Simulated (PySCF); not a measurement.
## Molecular orbitals of BP

r²SCAN at R = 1.746 Å; PySCF, spin-free X2C with a Gaussian nucleus, basis sets B x2c-SVPall, P x2c-SVPall. State: ³Π (triplet), unpaired electrons σ ↑, π ↑. Only the outer orbitals are listed, counted within each symmetry.

```csv
spin,orbital,occ.,ε (eV),on B (%),main shells (%)
α,5σ,1,-16.63,27,"68 P s, 20 B s"
α,6σ,1,-10.03,52,"49 B s, 25 P p, 22 P s"
α,2π,1,-7.58,32,"67 P p, 32 B p"
α,7σ,1,-6.95,65,"50 B p, 29 P p, 15 B s"
α,2π,1,-6.57,38,"61 P p, 38 B p"
α,3π,0,-2.73,65,"65 B p, 33 P p"
α,3π,0,-2.06,59,"59 B p, 39 P p"
α,8σ,0,3.76,44,"41 P p, 32 B p, 17 P d"
β,5σ,1,-15.34,29,"68 P s, 19 B s, 9 B p"
β,6σ,1,-8.70,31,"44 P p, 29 B s, 24 P s"
β,2π,1,-6.16,29,"71 P p, 28 B p"
β,2π,0,-5.29,30,"69 P p, 29 B p"
β,7σ,0,-3.51,86,"50 B s, 35 B p, 14 P p"
β,3π,0,-1.12,68,"68 B p, 29 P p"
```

Question: Which are the highest filled and the lowest empty level, where do they sit, and how wide is the gap?

Answer: Highest filled β 2π at -6.16 eV (in %: 71 P p, 28 B p); lowest empty β 2π at -5.29 eV (in %: 69 P p, 29 B p); the gap at r²SCAN is 0.87 eV. Both belong to one degenerate shell, split only by its one-sided filling, so this is no excitation gap.

* bond order (Mayer): 2.29
* ⟨S²⟩: 2.015
* charge on B (Mulliken, basis-dependent): -0.04
* charge on B (Löwdin, basis-dependent): -0.22
* dipole moment (positive dipole means B(−)P(+)): -0.32 D

The state was picked by a PBE0 search and need not be the measured ground state.
